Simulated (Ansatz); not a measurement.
Species: NaCl, net charge 0, singlet state. SMILES: [Na][Cl]
Structure (B3LYP-D3(BJ)/def2-TZVP (Ansatz, a first-principles code) minimum search):
```
Na
Cl 1 2.3632
```
Charge 0, spin multiplicity 1.

Computed values are from Ansatz. Valence correlation only, unless marked. UHF or UKS for open shells. Spin-orbit coupling is left out. No relativistic terms. CBS marks a two-point X^-3 extrapolation of the correlation energy; Hartree-Fock from the larger set.

```yaml
atomisation energy De: 99.6 kcal/mol at CCSD(T)/CBS(def2-TZVPPD,def2-QZVPPD)
total_energy: -621.7253 Eh at CCSD(T)/CBS(def2-TZVPPD,def2-QZVPPD)
dipole_moment: 9.29 D at CCSD(T)/def2-SVPD
T1 diagnostic: 0.005 at CCSD/def2-QZVPPD
measured enthalpy of formation, 298 K: -43.6 kcal/mol (G2/97 table in ASE (Curtiss et al.); older table, unchecked)
```
